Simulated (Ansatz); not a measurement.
# AlH5OSi: the cost of one run

Method: PBE0-D4/def2-SVP; program: Ansatz 0.2.0, Gaussian basis.

17 further runs of the same task are left out: 1 that didn't finish, 16 set aside as unsound or not needed.

### Step 1. The starting structure

The first end: 8 atoms, charge 0, spin multiplicity 1.

Atoms are counted from 1 here; the program's logs count them from 0.

Bond lengths: Al1–Si2 2.447 Å, Al1–H3 1.590 Å, Al1–O4 1.698 Å, Si2–H5 1.488 Å, Si2–H6 1.492 Å, Si2–H7 1.492 Å, O4–H8 0.956 Å. Angles: Si2–Al1–H3 124.9°, Si2–Al1–O4 116.2°, H3–Al1–O4 118.9°, Al1–Si2–H5 112.9°, Al1–Si2–H6 110.5°, Al1–Si2–H7 110.6°, H5–Si2–H6 107.9°, H5–Si2–H7 107.9°, H6–Si2–H7 106.7°, Al1–O4–H8 123.1°.

Coordinates:

```
Al   -0.93805   -0.27747   -0.32789
Si    1.41718    0.33213   -0.06486
H    -1.62812   -0.66436   -1.70724
O    -1.87564   -0.27860    1.08825
H     1.77525    0.67051    1.33958
H     2.30003   -0.78665   -0.50662
H     1.75456    1.50692   -0.92049
H    -2.80531   -0.50239    1.09927
```

The second end:

```
Al   -1.5833    0.7311    1.4060
Si    1.5650    0.1186   -0.6098
H     0.3514   -0.7233   -0.7806
O    -2.8131   -0.3286    0.9936
H     2.0451    0.0113    0.7904
H     2.6231   -0.3603   -1.5380
H     1.2315    1.5308   -0.9215
H    -3.4198   -0.9794    0.6599
```

### Step 2. The band at PBE0-D4/def2-SVP

File neb/in.yaml:

```yaml
crystal:
  periodic: [false, false, false]
  atoms:
    - {symbol: Al, position_ang: [-0.938051, -0.277470, -0.327887]}
    - {symbol: Si, position_ang: [1.417177, 0.332133, -0.064861]}
    - {symbol: H, position_ang: [-1.628121, -0.664362, -1.707243]}
    - {symbol: O, position_ang: [-1.875637, -0.278599, 1.088247]}
    - {symbol: H, position_ang: [1.775249, 0.670513, 1.339584]}
    - {symbol: H, position_ang: [2.300030, -0.786648, -0.506624]}
    - {symbol: H, position_ang: [1.754561, 1.506919, -0.920486]}
    - {symbol: H, position_ang: [-2.805306, -0.502387, 1.099268]}
basis:
  gaussian: {orbitals: def2-SVP}
hamiltonian: {xc: pbe0, dispersion: d4}
neb:
  images: 5
  climbing: true
  max_iterations: 40
  initial_path: idpp
  final_atoms:
    - {symbol: Al, position_ang: [-1.583317, 0.731100, 1.406004]}
    - {symbol: Si, position_ang: [1.565029, 0.118579, -0.609794]}
    - {symbol: H, position_ang: [0.351355, -0.723336, -0.780620]}
    - {symbol: O, position_ang: [-2.813121, -0.328598, 0.993629]}
    - {symbol: H, position_ang: [2.045135, 0.011296, 0.790366]}
    - {symbol: H, position_ang: [2.623088, -0.360326, -1.537970]}
    - {symbol: H, position_ang: [1.231503, 1.530791, -0.921486]}
    - {symbol: H, position_ang: [-3.419772, -0.979407, 0.659872]}
```

The run is started by

```
> ansatz run in.yaml --threads 2 --pin off --events-out ev --progress --plain --max-ram 4352MiB
```

**Question.** How long does this run take on 2 threads of Arm Neoverse V2, shared host?

About 2 min.
